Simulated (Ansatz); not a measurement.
HF ··· SO$_{2}$

The pair of HF (SMILES F, atoms 1–2) and SO$_{2}$ (SMILES O=S=O, atoms 3–5), both closed shells, in one local arrangement (a lower one may exist), relaxed at PBE0-D4/def2-TZVP:

```
5
angstrom
F -0.6305 0.1692 -2.3358
H -0.5430 0.4172 -1.4451
O -0.1523 0.4822 0.3564
S 0.5310 -0.5994 1.0142
O 0.7947 -0.4692 2.4104
```

Computed with Ansatz 0.2.0 (basis: def2-TZVPPD, with def2-QZVPPD for the basis limit); correlated methods freeze the cores. B3LYP uses VWN-RPA correlation. Extrapolation: Hartree–Fock as exp(−7.88 √X), correlation as X^−2.97. Interaction energies count from these two fragments, frozen as in the pair, with the counterpoise correction; negative means bound.

**Question.** What is the interaction energy by CCSD(T) at an estimated basis limit (MP2 extrapolated from triple and quadruple zeta, plus CCSD(T) − MP2 in triple zeta)? (To be estimated.)

**Answer.** By the calculation: -4.33 kcal/mol. Hartree–Fock alone gives -3.61 kcal/mol at the basis limit. It counts from the two fragments frozen as in the pair.

The same quantity by other methods in triple zeta, and each one's difference from that estimate:
```tsv
method	E_int (kcal/mol)	difference
PBE-D4	-4.58	-0.25
revPBE-D4	-3.77	0.56
BLYP-D4	-4.36	-0.03
r2SCAN-D4	-4.64	-0.31
B97M-V	-4.50	-0.17
PBE0-D4	-4.71	-0.37
B3LYP-D4	-4.75	-0.42
HSE06-D4	-4.69	-0.36
wB97X-V	-4.52	-0.19
wB97M-V	-4.57	-0.23
B2PLYP	-4.03	0.31
HF	-3.58	0.76
MP2	-3.74	0.60
CCSD	-3.90	0.43
CCSD(T)	-3.97	0.36
```
Differences are method less estimate.

**Question.** Which atoms make the shortest contact between the fragments?

**Answer.** H2 and O3, 1.84 Å apart.

Basis-set superposition shift (counterpoise-corrected less uncorrected): CCSD(T) 0.60; MP2 0.58; HF 0.05; PBE0-D4 0.06; wB97M-V 0.05 kcal/mol.

T1 diagnostic: at most 0.022. The restricted Hartree–Fock reference is unstable towards an unrestricted one at one or more of these structures.

For scale, one of the runs: CCSD(T)/def2-TZVPPD, 188 basis functions, launched by `ansatz run in.yaml --threads 2 --pin off --events-out ev --progress --plain --max-ram 5222MiB`. The run took 22 s on 2 CPU threads of an Intel Xeon 6975P-C (shared host), with 2.2 GiB of host memory at its peak.
